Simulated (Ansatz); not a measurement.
Frontier orbitals of `C=C=C(F)Cl`.

Cartesian coordinates in Å:
```
C 1.306 0.430 -0.085
C 0.066 0.064 0.027
C -1.170 -0.317 0.127
F -2.069 0.317 0.875
Cl -1.827 -1.676 -0.677
H 2.071 0.055 0.590
H 1.623 1.127 -0.857
```

The species carries charge 0 and has multiplicity 1. The structure was optimised at the PBE0-D4/def2-TZVP level. Basis def2-TZVPP, Ansatz.

| functional | HOMO (eV) | LUMO (eV) | gap (eV) |
| --- | --- | --- | --- |
| PBE | -6.12 | -2.11 | 4.01 |
| revPBE | -6.06 | -2.02 | 4.04 |
| PBE0 | -7.37 | -1.12 | 6.25 |
| r2SCANh | -6.82 | -1.56 | 5.26 |
| ωB97X-V | -9.67 | 1.17 | 10.84 |
| ωB97M-V | -9.55 | 1.08 | 10.63 |

From PBE to PBE0 the HOMO moves by −1.25 eV and the LUMO by +1.00 eV, and with ωB97M-V by −3.42 and +3.19 eV, so the gap grows from 4.01 to 10.62 eV with exact exchange. A positive LUMO is unbound and depends on the basis.
